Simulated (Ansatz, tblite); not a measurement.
**How well does each level of theory give the band gap of wurtzite ZnO?**

Reference value: 3.6 eV (measured, zero-point renormalisation of 0.16 eV added back here (the table's ZPR column); inputs from Chen et al. (2018), doi:10.1103/physrevmaterials.2.073803).

| level (code) | value (eV) | cell (Å³/atom) | error (eV) |
|---|---|---|---|
| GFN1-xTB (tblite) | 0.00 | 15.51 | -3.60 |
| LDA (Ansatz) | 0.72 (direct) | 12.00 | -2.88 |
| PBE (Ansatz) | 0.80 (direct) | 12.00 | -2.80 |
| PBE-D3(BJ) (Ansatz) | 0.78 | 12.05 | -2.82 |
| rVV10 (Ansatz) | 0.57 | 12.40 | -3.03 |
| r²SCAN (Ansatz) | 1.22 (direct) | 12.00 | -2.38 |
| PBE0 (Ansatz) | 3.18 (direct) | 12.00 | -0.42 |
| r²SCANh (Ansatz) | 2.15 (direct) | 11.74 | -1.45 |
| Hartree–Fock (Ansatz) | 11.26 (direct) | 12.00 | +7.66 |

Leaving aside GFN1-xTB (doubt noted below): Of the ranked levels PBE0 (-0.42 eV) comes nearest. Among them Hartree–Fock (+7.66 eV) misses by most. No ranked level lands within 0.2 eV. Even the nearest is off by 0.42 eV.

Semilocal Kohn–Sham gaps run low as a rule, and all computed gaps are for a static lattice, while measured ones hold electron–phonon shifts unless said otherwise. A gap of zero means that the bands touch or overlap; how far they overlap is not shown.  GFN1-xTB, PBE-D3(BJ), rVV10, PBE0, r²SCANh, Hartree–Fock: the gap is read on the k mesh or supercell of the run alone and can be too large. GFN1-xTB: the cell moved over 20 % in volume from its start. GFN1-xTB: the method was fitted mainly to molecules. Values are at the measured cell; GFN1-xTB at the level's own equilibrium cell; PBE-D3(BJ) at the level's own equilibrium cell; rVV10 at the level's own relaxed cell; r²SCANh at the level's own equilibrium cell. Cutoffs and k meshes differ between the levels. Ansatz's density-functional and Hartree–Fock values are scalar-relativistic unless marked +SOC, with PAW data made under PBE.

Differences are worked out from the printed values.

Ansatz is an electronic-structure program.
